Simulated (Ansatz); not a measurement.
## H₃PS, SMILES PS: the interaction energy of a dimer with the counterpoise correction, step by step

Computed with the Ansatz DFT code, driven from Python.

Interactive session:
```pycon
>>> from dataclasses import dataclass
>>> import ansatz
>>> @dataclass(frozen=True)
... class Options:
...     basis_set: str = 'def2-SVPD'
...     xc: str = 'hf'
...
>>> opts = Options()
>>> FIRST = [
...     ('P', (-0.6181, -0.463, 0.3844)),
...     ('S', (0.4007, 1.2057, -0.4317)),
...     ('H', (0.3076, -1.4045, 0.2423)),
...     ('H', (-1.2783, -0.7994, -0.8057)),
...     ('H', (1.188, 1.4611, 0.6107)),
... ]
>>> SECOND = [
...     ('P', (1.4363, 1.6906, -3.86)),
...     ('S', (1.6591, -0.3728, -4.2859)),
...     ('H', (0.1123, 1.7904, -3.834)),
...     ('H', (1.5359, 2.1044, -5.1958)),
...     ('H', (1.3911, -0.8363, -3.0673)),
... ]
>>> def energy(atoms, ghosts=()):
...     molecule = ansatz.Crystal.molecule()
...     for symbol, xyz in atoms:
...         molecule = molecule.atom(symbol, xyz)
...     calc = (
...         molecule.calculation()
...         .basis(gaussian=opts.basis_set)
...         .functional(opts.xc)
...     )
...     deck = calc.input()
...     if ghosts:
...         deck = deck.set(ansatz.key.basis.gaussian.ghost_atoms, [{'symbol': s, 'position_ang': list(xyz)} for s, xyz in ghosts])
...     return ansatz.Session.from_dict(deck).plan().execute().report['free_energy_ev']
...
>>> # monomers in their own basis and in the basis of the dimer
>>> both = energy(FIRST + SECOND)
>>> alone = energy(FIRST) + energy(SECOND)
>>> ghosted = energy(FIRST, SECOND) + energy(SECOND, FIRST)
>>> print(f'dimer {both:.6f} eV')
dimer -40261.166968 eV
>>> print(f'interaction, uncorrected   {(both - alone):8.3f} eV')
interaction, uncorrected      0.009 eV
>>> print(f'interaction, counterpoise  {(both - ghosted):8.3f} eV')
interaction, counterpoise     0.047 eV
>>> print(f'basis-set superposition    {(alone - ghosted):8.3f} eV')
basis-set superposition       0.037 eV
```

Uncorrected it is 0.009 eV, with the counterpoise correction 0.047 eV; the difference, 0.038 eV, is the superposition error. In this basis both values are repulsive.

Total energies depend on the basis set; only differences at equal settings carry meaning. The dimer is a generated trial pose of unrelaxed monomers, not a minimum, so the figure is no binding energy, and the basis set is small. Hartree-Fock leaves correlation out, so bond, atomisation and ionisation energies come out well too low. This level lacks the dispersion part of the attraction (electrostatics and induction are there), which can decide the sign where the interaction is weak. Finished in 5.8 s on 1 thread of Arm Neoverse V2, with other jobs on the host, peak memory 0.38 GiB.
